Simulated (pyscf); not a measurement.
**Routes from O=Cr(=O)(F)–F + water (H₂O)**

Candidate steps break at most two bonds and form at most two. Each was searched with GFN2-xTB (tblite) first. Structures and frequencies: ωB97X-D3(BJ)/def2-SVP in PySCF. Energies: ωB97M-D3(BJ)/def2-TZVP, eV, from the separated reactants, singlet surface; ΔG‡ with ideal gas, 1 atm, RRHO with modes under 100 cm⁻¹ raised to 100, one conformer, R ln 2 for chiral ones without a mode under 150 cm⁻¹.

```
products                                                         type   ΔE‡     ΔE  ΔG‡ 298 K  ΔG‡ 900 K  ν‡ (cm⁻¹)
-------------------  ------------------------------------------------  ----  -----  ---------  ---------  ---------
O=Cr(=O)(OH)–F + HF                              four-centre exchange  0.55  +0.10       0.97       1.93       584i
O=Cr(OH)(OH)(F)–F    addition across a multiple bond or ene-type step  1.56  +0.86       1.96       2.90      1338i
```

Row 1: On the reactant side the descent ends in a complex, 0.20 eV under the separated species and 0.73 eV under the saddle at ωB97X-D3(BJ)/def2-TZVP. Row 2: On the reactant side the descent ends in a complex (not fully relaxed), 0.19 eV under the separated species and 1.74 eV under the saddle at ωB97X-D3(BJ)/def2-TZVP. 

Plain bond fissions and candidates not yet searched are not listed, and one of them may be faster. Each barrier is that of the saddle found; lower ones may exist.
